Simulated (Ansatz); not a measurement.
## BH2O, SMILES [BH]O: a composite energy at a relaxed geometry, step by step

Computed with the Ansatz DFT code, driven from Python.

Interactive session:
```pycon
>>> from dataclasses import dataclass
>>> import itertools
>>> import ansatz as az
>>> from ase.data import atomic_numbers, covalent_radii
>>> import numpy as np
>>> @dataclass
... class RunConfig:
...     basis_set: str = "def2-SVP"
...     xc: str = "pbe0"
...
>>> settings = RunConfig()
>>> geometry = (
...     az.Crystal.molecule()
...     .atom("B", [-0.1514, -0.2942, 0.6727])
...     .atom("O", [0.0795, 0.8305, -0.2773])
...     .atom("H", [-0.8777, -1.1754, 0.3021])
...     .atom("H", [1.0051, 0.5789, -0.7178])
... )
>>> calc = (
...     geometry.calculation()
...     .basis(gaussian=settings.basis_set)
...     .functional(settings.xc)
...     .spin("collinear", total=1)
... )
>>> symbols = [site.symbol for site in geometry.cartesian_sites]
>>> start = np.array([site.position_ang for site in geometry.cartesian_sites], dtype=float)
>>> r = calc.relax(force_tolerance=0.01, max_steps=100).run(threads=1).report
>>> end = np.array(r["positions_ang"])
>>> radius = [covalent_radii[atomic_numbers[s]] for s in symbols]
>>> span = lambda where, i, j: np.linalg.norm(where[i] - where[j])
>>> bonded = [(i, j) for i, j in itertools.combinations(range(len(symbols)), 2) if min(span(start, i, j), span(end, i, j)) < 1.2 * (radius[i] + radius[j])]
>>> print("pair        before    after (A)")
pair        before    after (A)
>>> for i, j in bonded:
...     print(f"{symbols[i]}{i}-{symbols[j]}{j}".ljust(10), f"{span(start, i, j):8.4f} {span(end, i, j):8.4f}")
...
B0-O1        1.4902   1.3322
B0-H2        1.2006   1.2131
O1-H3        1.0555   0.9644
>>> minimum = az.Crystal.molecule()
>>> for symbol, place in zip(symbols, end):
...     minimum = minimum.atom(symbol, place.tolist())
...
>>> at_minimum = minimum.calculation().spin("collinear", total=1)
>>> level = lambda method, basis: at_minimum.basis(gaussian=basis).correlation(method).run(threads=1).report
>>> small, large, cluster = level("mp2", "cc-pVDZ"), level("mp2", "cc-pVTZ"), level("ccsd_t", "cc-pVDZ")
>>> corr = lambda each: (each["free_energy_ev"] - each["reference_energy_ev"]) / 27.211386246
>>> mp2_limit = (27 * corr(large) - 8 * corr(small)) / 19
>>> pieces = {"HF / cc-pVTZ": large["reference_energy_ev"] / 27.211386246, "MP2 correlation, DZ-TZ limit": mp2_limit, "CCSD(T) - MP2 / cc-pVDZ": corr(cluster) - corr(small)}
>>> for name, value in pieces.items():
...     print(f"{name:32s} {value:14.6f} Ha")
...
HF / cc-pVTZ                        -100.729182 Ha
MP2 correlation, DZ-TZ limit          -0.349546 Ha
CCSD(T) - MP2 / cc-pVDZ               -0.023692 Ha
>>> print(f"{'sum':32s} {sum(pieces.values()):14.6f} Ha")
sum                                 -101.102420 Ha
>>> print("T1 diagnostic", round(cluster["correlation"]["coupled_cluster"]["t1_diagnostic"], 4))
T1 diagnostic 0.0176
```

Total energies depend on the basis set; only differences at equal settings carry meaning. The sum leaves out core correlation, relativity, the Hartree-Fock basis error and zero-point energy; a DZ-TZ extrapolation is rough. The run takes the species as open-shell (spin multiplicity 2), which needn't be its ground state. Inner cores stay frozen, so this is valence correlation. Finished in 12 s on 1 thread of Intel(R) Xeon(R) Platinum 8259CL CPU @ 2.50GHz (Skylake/Cascade Lake), with other jobs on the host, peak memory 0.21 GiB.
